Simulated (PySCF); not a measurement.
Geometry:
```csv
atom,x (Å),y (Å),z (Å)
Al1,0.027,-0.077,-0.897
O2,0.115,-0.125,1.131
H3,-0.730,-0.240,1.586
H4,0.563,0.622,1.549
H5,1.601,-0.029,-1.180
H6,-0.792,1.293,-1.088
H7,-0.784,-1.442,-1.100
```

Geometry: PBE0-D3(BJ)/def2-SVP; GIAO shifts from PySCF 2.14.0 with density-fitted response routines, gas phase, non-relativistic, averaged over equivalent atoms.

At B3LYP/pcSseg-1 (pcSseg-2 on Al) (85 basis functions, 2.1 s wall time on 1 thread of an Arm Neoverse V1, shared host):
| atoms | δ (ppm) |
| --- | --- |
| Al1 | 180.6 |
| O2 | 27.6 |
| H5/H6/H7 | 4.35 |
| H3/H4 | 2.44 |

References, each an isolated molecule treated in the same way: $^{27}$Al (571.15 ppm) against [Al(H2O)6]3+; H2O for $^{17}$O (334.04 ppm); $^{1}$H (31.38 ppm) against TMS.

Question: Estimate the result of repeating the calculation with PBE/pcSseg-1 (pcSseg-2 on Al).

Answer: 
```csv
atoms,δ at PBE/pcSseg-1 (pcSseg-2 on Al),change
Al1,182.1,+1.5
O2,28.0,+0.4
H5/H6/H7,4.65,+0.30
H3/H4,2.08,-0.36
```

δ = σ(ref) − σ, references computed at the same level: [Al(H2O)6]3+ for $^{27}$Al (σ = 560.82 ppm); $^{17}$O (σ = 334.63 ppm) vs H2O; TMS for $^{1}$H (σ = 31.20 ppm).

The largest change is at Al1 (aluminium bonded to O, 3 H). Cost: 85 basis functions, 3.2 s wall time on 1 thread of an Arm Neoverse V1, shared host.

Experimental scales use liquid or dissolved standards, which lie at an offset from isolated H2O (liquid H2O: subtract about 36 ppm).
